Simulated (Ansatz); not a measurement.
`N#C[SiH2]` radical, relaxed with UKS PBE0-D4/def2-TZVP in Ansatz from a PBE-D4/def2-SVP geometry. The force threshold is 0.005 eV/Å; the program also tests the step.

The species carries charge 0 and has multiplicity 2.

Start:

```xyz
5

N    -0.701   -2.158   -0.110
C    -0.413   -1.016   -0.097
Si   -0.063    0.793   -0.121
H     0.025    1.313    1.283
H     1.152    1.068   -0.955
```

Problem. By how much does the energy fall, and how many steps does the optimiser take? (Estimate.)

Solution. Ansatz gave: 0.04 eV, in 5 steps.

Problem. Which bonds change most? (Estimate.)

Solution. Ansatz gave: N1–C2 from 1.177 to 1.155 Å; Si3–H4 from 1.500 to 1.480 Å; Si3–H5 from 1.500 to 1.480 Å; C2–Si3 from 1.842 to 1.830 Å.

Problem. Give the relaxed structure. (Best estimate.)

Solution. The calculation gave: 
```xyz
5

N    -0.691   -2.127   -0.112
C    -0.405   -1.008   -0.092
Si   -0.066    0.790   -0.121
H     0.025    1.295    1.267
H     1.137    1.050   -0.943
```
